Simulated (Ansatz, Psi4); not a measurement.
# The same job for Ansatz

This Psi4 1.11 job computes BF (SMILES [B]F):

calc.dat:
```
memory 2.2 GB

molecule molecule1 {
  B
  F 1 R2

  R2 = 1.26309
  symmetry c1
  no_reorient
  no_com
}

set {
  basis                def2-TZVPPD
  puream               true
  e_convergence        1e-09
  d_convergence        1e-08
  scf_type             pk
  dft_radial_points    99
  dft_spherical_points 590
}

gradient('cam-b3lyp')
print_variables()
```

```bash
$ psi4 -n 1 calc.dat calc.out
```

Geometry: relaxed at PBE0-D4/def2-TZVP.

It gives a total energy of -124.678383 Eh.

Problem. Translate the job to Ansatz 0.2.0 as an input file of the program's own, asking for the energy.

Solution. One way, which was run:

run.yaml:
```yaml
crystal:
  periodic: [false, false, false]
  atoms:
    - {symbol: B, position_ang: [0.000000, -0.000000, -0.009350]}
    - {symbol: F, position_ang: [-0.000000, 0.000000, 1.253740]}
basis:
  gaussian: {orbitals: def2-TZVPPD.json}
hamiltonian: {xc: {name: CAM-B3LYP}}
accuracy: high
output: {orbitals: {seedname: orbitals}}
```

```bash
$ ansatz run run.yaml --threads 1 --pin off --max-ram 3480MiB --events-out events.jsonl --progress --plain --runs-dir runs
```

(Basis files named in the input come from the Basis Set Exchange and aren't shown.)

Its energy is -124.678383 Eh, the same as the first but for the last digit, at most.
